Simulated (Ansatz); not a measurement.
A nudged elastic band was laid between two geometries of C$_{3}$H$_{6}$O$_{3}$ (12 atoms, charge 0, multiplicity 1).

The calculation used RKS PBE-D4/def2-SVP (Ansatz 0.2.0).

```yaml
movable_images: 7
climbing_image: yes
spring: 5.0 eV/Å²
optimiser: quadratic models (default)
start_path: IDPP
force_threshold: 0.03 eV/Å
iteration_limit: 60
end_points: relaxed
```

Image 0:

```xyz
12
Properties=species:S:1:pos:R:3
C -0.124 -1.963 -0.240
O -0.645 -0.791 0.373
C 0.327 0.157 0.687
C 0.155 1.384 0.134
O -0.886 1.653 -0.695
O 0.959 2.442 0.365
H -0.979 -2.633 -0.458
H 0.419 -1.733 -1.185
H 0.579 -2.497 0.441
H 1.134 -0.101 1.389
H -1.404 0.815 -0.709
H 0.541 3.212 -0.067
```

Image 8:

```xyz
12
Properties=species:S:1:pos:R:3
C 0.061 -1.983 -0.033
O -0.211 -0.801 0.708
C 0.618 0.270 0.381
C -0.008 1.396 -0.044
O -1.360 1.461 -0.162
O 0.624 2.544 -0.361
H -0.047 -1.821 -1.131
H 1.095 -2.353 0.161
H -0.659 -2.757 0.299
H 1.705 0.182 0.525
H -1.671 0.584 0.164
H -0.070 3.223 -0.475
```

(1) Which bonds break or form, and what moves?

(2) Give the energies along the band, and the barrier.

(3) What is the geometry of the highest image?

(4) What are the harmonic wavenumbers there?

The band took 6 iterations and of the order of 3 core-minutes.

Results:

(1) No bond is made or broken. The dihedral H8–C1–O2–C3 goes from -59 to 62°. The two ends are copies of one structure, up to a mirror image or an exchange of like atoms.

(2) The forces met the threshold. The highest image is number 4 of 0 to 8, 2.1 kcal/mol above the ends, which have the same energy within 2 meV. A vibrational analysis at the climbing image gives one clearly imaginary mode, 197i cm⁻¹: a first-order saddle point.

| image | path coordinate (Å) | energy (kcal/mol) | dihedral H8–C1–O2–C3 (°) |
| --- | --- | --- | --- |
| 0 | 0.00 | 0.0 | -59 |
| 1 | 0.42 | 0.3 | -47 |
| 2 | 0.85 | 1.0 | -32 |
| 3 | 1.27 | 1.8 | -16 |
| 4 | 1.70 | 2.1 | 2 |
| 5 | 2.13 | 1.8 | 20 |
| 6 | 2.57 | 1.0 | 36 |
| 7 | 3.00 | 0.2 | 50 |
| 8 | 3.44 | 0.0 | 62 |

(3) 
```xyz
12
Properties=species:S:1:pos:R:3:forces:R:3
C 0.037 -1.989 -0.120 -0.01 0.02 0.01
O -0.290 -0.824 0.639 0.01 -0.01 0.00
C 0.576 0.258 0.498 -0.01 0.00 0.00
C 0.020 1.400 0.018 0.01 0.00 0.00
O -1.291 1.462 -0.328 -0.01 0.00 0.00
O 0.685 2.563 -0.138 0.00 0.00 0.00
H -0.780 -2.220 -0.840 0.00 0.00 0.00
H 0.976 -1.847 -0.695 0.00 -0.01 0.00
H 0.157 -2.858 0.562 0.00 0.00 0.00
H 1.616 0.178 0.846 0.00 0.00 0.00
H -1.644 0.578 -0.074 0.00 0.00 0.00
H 0.014 3.245 -0.335 0.00 0.00 0.00
```

(4) 197i, 78, 137, 220, 260, 423, 488, 555, 598, 629, 655, 944, 962, 1092, 1119, 1157, 1186, 1204, 1300, 1405, 1408, 1414, 1429, 1757, 2935, 3017, 3046, 3136, 3550, 3700 cm⁻¹.

The run took 95 s on 2 threads of Intel(R) Xeon(R) Platinum 8488C (Sapphire Rapids), on a shared host, peak memory 0.17 GiB.
